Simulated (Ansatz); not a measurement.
The input, for Ansatz 0.2.0:

```yaml
crystal:
  periodic: [false, false, false]
  atoms:
    - {symbol: Br, position_ang: [0.000000, 0.000000, -1.930667]}
    - {symbol: H, position_ang: [0.000000, 0.000000, 0.245333]}
    - {symbol: Si, position_ang: [0.000000, 0.000000, 1.685333]}
basis:
  gaussian: {orbitals: cc-pVTZ}
magnetization: {spin_polarized: false, initial_magnetization: 2}
correlation: {method: ccsdt_q, electrons: outside_noble_gas}
```

```sh
$ ansatz run in.yaml --threads 2 --pin off --events-out ev --progress --plain --max-ram 24576MiB --backend cuda --devices 0, --max-vram 18GiB
```

(1) Roughly how long does this take on 2 threads of AMD EPYC 7R13 with a shared H100 80 GB, shared host, and how much host memory?

```
1006 factors; integrals over basis functions are off by at most 2.2e-7 eV
mean field evaluation 1: about -77872.8221 eV, gradient 1.5e1 eV
mean field evaluation 2: about -77872.8253 eV, gradient 1.5e1 eV
mean field evaluation 4: about -77875.0242 eV, gradient 4.8e0 eV
mean field evaluation 8: about -77875.3657 eV, gradient 4.0e-1 eV
mean field evaluation 16: about -77872.8218 eV, gradient 1.5e1 eV
mean field evaluation 32: about -77874.7680 eV, gradient 1.4e-1 eV
mean field evaluation 64: about -77874.7475 eV, gradient 3.7e-1 eV
mean field evaluation 96: about -77875.3680 eV, gradient 2.5e-1 eV
mean field evaluation 128: about -77874.7431 eV, gradient 3.3e-1 eV
mean field evaluation 160: about -77874.7466 eV, gradient 1.8e0 eV
...
mean field -77875.36691490 eV, -2861.8669483030 hartree, gradient 1.7e-6 eV, S^2 2.000000; 16 other end points of the search recorded, 0 dependent functions left out
...
determinant -77875.36691490 eV, -2861.8669483030 hartree, with singles and doubles -77882.96953309 eV, -2862.1463393683 hartree
determinant -77874.76788835 eV, -2861.8449344833 hartree, with singles and doubles -77882.28250427 eV, -2862.1210915248 hartree
determinant -77874.74378514 eV, -2861.8440487068 hartree, with singles and doubles -77882.25944940 eV, -2862.1202442741 hartree
determinant -77872.32942769 eV, -2861.7553227071 hartree, with singles and doubles -77881.18812464 eV, -2862.0808738153 hartree
determinant -77871.91886808 eV, -2861.7402349195 hartree, with singles and doubles -77879.65679224 eV, -2862.0245983875 hartree
19 core orbitals not correlated: weight in the atoms' cores, before any rotation towards them, 1.000 or more for the frozen orbitals, at most 0.000 for the correlated occupied ones
reference -77875.36691490 eV, -2861.8669483030 hartree; 7, 5 occupied and 65, 67 virtual orbitals, 1006 factors
second order -6.28523249 eV of doubles, -0.15129278 eV of singles
...
cycle  16  -7.82476593 eV  change    5.6e-5 eV  update   1.2e-4
cycle  17  -7.82473338 eV  change    3.3e-5 eV  update   1.0e-4
cycle  18  -7.82473273 eV  change    6.5e-7 eV  update   6.4e-5
cycle  19  -7.82473673 eV  change   -4.0e-6 eV  update   3.2e-5
cycle  20  -7.82473927 eV  change   -2.5e-6 eV  update   1.6e-5
cycle  21  -7.82474294 eV  change   -3.7e-6 eV  update   1.0e-5
cycle  22  -7.82474410 eV  change   -1.2e-6 eV  update   3.6e-6
cycle  23  -7.82474392 eV  change    1.8e-7 eV  update   3.1e-6
cycle  24  -7.82474412 eV  change   -2.0e-7 eV  update   1.8e-6
cycle  25  -7.82474422 eV  change   -9.9e-8 eV  update   1.2e-6
perturbative correction -0.00989655 eV, -0.0003636915 hartree
Total energy: -77883.20155567 eV, -2862.1548660407 hartree
```

## Answers

(1) 40 s wall and 1.2 GiB.
